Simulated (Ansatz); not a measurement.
**CHN (singlet): wave-function methods side by side at scale of all distances = 1.111, 6-31G**

Aim: climb from Hartree-Fock through coupled cluster and multireference methods for CHN (singlet) at one geometry and basis, and see what each rung misses.

Computed with Ansatz 0.2.0, Gaussian basis. Level: 6-31G, core rule «outside noble gas», up to 2 orbitals frozen.

To be run: UHF; CCSD(T) on RHF; CCSD(T) on UHF; BCCD(T) on RHF; CISD; CCSDT(Q) on RHF; CCSDT(Q) on UHF; CCSDTQ on RHF; CASSCF and MRCISD+Q, 2 electrons in 2 orbitals; CASSCF and NEVPT2, 2 electrons in 2 orbitals; CASSCF and MRCISD+Q, 10 electrons in 9 orbitals; CASSCF and MRCISD+Q(relaxed), 10 electrons in 9 orbitals; CASSCF and NEVPT2, 10 electrons in 9 orbitals; Full CI.

11 further runs of the same task are left out: 1 for a known fault of the program, 7 that didn't finish, 3 set aside as unsound or not needed.

## Step 1: What is computed

The geometry derives from a PBE0/def2-TZVP stationary point (not a proven minimum). All distances are scaled together.

3 atoms, charge 0, spin multiplicity 1.

Atoms are counted from 1 here; the program's logs count them from 0.

Bond lengths: N1–C2 1.273 Å, C2–H3 1.187 Å. Angles: N1–C2–H3 180.0°.

As a file:

```mol
CHN
  3D, bonds by distance, orders not assigned

  3  2  0  0  0  0  0  0  0  0999 V2000
    0.0000    0.0000    1.2443 N   0  0
    0.0000    0.0000   -0.0285 C   0  0
    0.0000    0.0000   -1.2158 H   0  0
  1  2  8  0
  2  3  8  0
M  END
```

## Step 2: UHF

in.yaml reads:

```yaml
crystal:
  periodic: [false, false, false]
  atoms:
    - {symbol: N, position_ang: [0.000000, 0.000000, 1.244297]}
    - {symbol: C, position_ang: [0.000000, 0.000000, -0.028472]}
    - {symbol: H, position_ang: [0.000000, 0.000000, -1.215825]}
basis:
  gaussian: {orbitals: 6-31G}
magnetization: {spin_polarized: true, initial_magnetization: 0}
hamiltonian: {xc: hf}
output: {orbitals: {seedname: orbitals}}
```

Command:

```
ansatz run in.yaml --threads 1 --pin off --events-out ev --progress --plain --max-ram 2393MiB
```

After this run come: CCSD(T) on RHF; CCSD(T) on UHF; BCCD(T) on RHF; CISD; CCSDT(Q) on RHF; CCSDT(Q) on UHF; CCSDTQ on RHF; CASSCF and MRCISD+Q, 2 electrons in 2 orbitals; CASSCF and NEVPT2, 2 electrons in 2 orbitals; CASSCF and MRCISD+Q, 10 electrons in 9 orbitals; CASSCF and MRCISD+Q(relaxed), 10 electrons in 9 orbitals; CASSCF and NEVPT2, 10 electrons in 9 orbitals; Full CI.

**Question.** What will the summary of the whole plan be? Wanted: FCI below the RHF energy; RMP2 from FCI; RCCSD from FCI; RCCSD(T) from FCI; RCCSDT(Q) from FCI; NEVPT2 pair from FCI; MRCISD+Q pair from FCI; NEVPT2 valence from FCI; T1 diagnostic.

As calculated:

| quantity | value |
| --- | --- |
| FCI below the RHF energy | -6.8205 eV |
| RMP2 from FCI | +16.3 kJ/mol |
| RCCSD from FCI | +31.3 kJ/mol |
| RCCSD(T) from FCI | +5.5 kJ/mol |
| RCCSDT(Q) from FCI | -0.3 kJ/mol |
| NEVPT2 pair from FCI | +41.3 kJ/mol |
| MRCISD+Q pair from FCI | +17.3 kJ/mol |
| NEVPT2 valence from FCI | +38.6 kJ/mol |
| levels within 1 kcal/mol (43 meV) | RCCSDT(Q), RCCSDTQ, MRCISD+Q valence, MRCISD+Q(relaxed) valence |
| T1 diagnostic | 0.017 |
| effectively unpaired electrons | 0.18 |

RCCSD(T) lands +5.5 kJ/mol from the yardstick (0.8 % of the correlation energy). RCCSDT(Q) falls below full CI, which methods that aren't variational can do. One determinant dominates. Of the multireference levels listed MRCISD+Q(relaxed) valence comes nearest in total energy (+0.2 kJ/mol), which doesn't show that its space is the better one. These misses are within one basis, not against nature.
